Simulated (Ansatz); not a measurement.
## Phonon frequency of some sulfides, selenides and tellurides, all zinc-blende

Method: PBE0 (Ansatz, a program for electronic structure, plane waves, PAW). References are measured values at room or unstated temperature, uncorrected unless marked, so that the deviations hold thermal and zero-point effects besides the level's error. The table is a random draw of 6 from 15 values with such references.

Values in cm⁻¹.

```json
[
 {"solid": "zinc-blende ZnS (X LO)", "reference": "330", "PBE0": "325", "deviation (%)": "-1.5"},
 {"solid": "zinc-blende ZnS (L LO)", "reference": "337", "PBE0": "335", "deviation (%)": "-0.6"},
 {"solid": "zinc-blende ZnSe (X TO)", "reference": "220", "PBE0": "208", "deviation (%)": "-5.5"},
 {"solid": "zinc-blende ZnS (X TA)", "reference": "90", "PBE0": "94", "deviation (%)": "+4.4"},
 {"solid": "zinc-blende ZnS (X TO)", "reference": "316", "PBE0": "306", "deviation (%)": "-3.2"},
 {"solid": "zinc-blende ZnSe (L TO)", "reference": "214 (214–222)", "PBE0": "205", "deviation (%)": "-4.2"}
]
```

Over these 6 values the mean deviation is -1.7 %, the mean absolute deviation 3.2 % (median 3.7 %), and the worst case zinc-blende ZnSe (X TO) at -5.5 %; the value is below the reference in 5 of 6 cases. Over all 15, from unrounded values, the mean deviation is -0.1 % and the mean absolute deviation 3.1 % (median 3.1 %).

Brackets give the range of the sources taken for a reference, where it is wide; it can hold other temperatures.

Differences are worked out from the printed values.

Each level is taken at its own relaxed cell. Ansatz's density-functional and Hartree–Fock values are scalar-relativistic unless marked +SOC, with PAW data made under PBE.

Ansatz's runs of these crystals have no spin polarisation.

Not in this set, of the sulfides, selenides and tellurides with a reference value in our tables and a result at some level: 1 for no value at PBE0 (not run, a failed fit, an unstable or unbound cell, or a value held back for tests). These can be a level's best or worst cases. At least 8 more with a reference value are held back for tests. Solids without a released value at any level aren't counted. Layered and molecular crystals are counted apart.

References as tabulated in Vagelatos et al., J. Chem. Phys. (1974); Talwar et al. (2016), doi:10.1080/14686996.2016.1222495.
